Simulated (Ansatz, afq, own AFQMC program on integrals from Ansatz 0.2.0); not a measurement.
## HCl$_{2}$, doublet in cc-pVTZ, levels against CCSDT(Q)

```xyz
3

Cl    0.0000    0.0000   -1.6047
H     0.0000    0.0000   -0.1247
Cl    0.0000    0.0000    1.7293
```

Connectivity, by distances: ClH ··· Cl.

Basis cc-pVTZ. Only valence electrons are correlated. Ansatz 0.2.0 and our own AFQMC program on the same integrals; the CISD trial comes from CCSD amplitudes, and released means the phaseless constraint is let go. ± is one standard error of the sampling.

Determinant: UHF, the one that the program's search chose, which needn't be the lowest solution. The geometry is a point of a scan.

No full CI on the walks' own integrals is used here; CCSDT(Q) serves as the reference and is uncertain by about the last step of the cluster series.

Cautions: the released energies are still falling, so no released level is given (meV from the phaseless value at times in 1/Eh: 2 ± 6 at 0.24, -6 ± 8 at 0.51, -9 ± 9 at 0.99, -14 ± 9 at 1.50), though the last usable value meets CCSDT(Q) within the noise.

```
T1 diagnostic                               : 0.0096
weight of the determinant in the CISD state : 0.856
⟨S²⟩ of the determinant                     : 0.760
size of the correlated space                : 15 electrons in 72 orbitals
```

```json
{"level": "MP2", "correlation energy (eV)": "-10.0963"}
{"level": "CCSD", "correlation energy (eV)": "-11.1970"}
{"level": "CCSD(T)", "correlation energy (eV)": "-11.6057"}
```

Q: Estimate where phaseless AFQMC with a CISD trial lies against CCSD(T) on the same integrals.

A: 3.1 ± 0.6 kJ/mol below CCSD(T).

Reference: CCSDT(Q), correlation energy -11.656 eV.

| level | E − E(reference) (kJ/mol) | share of correlation (%) |
| --- | --- | --- |
| CCSD(T) | 4.8 | 99.57 |
| CCSDT | 1.7 | 99.85 |
| ph-AFQMC/CISD | 1.7 ± 0.6 | 99.84 |

A walk keeps the symmetry of its determinant, which the program's search chose and which needn't be the lowest solution, so a lower state of the same spin and another symmetry isn't excluded.
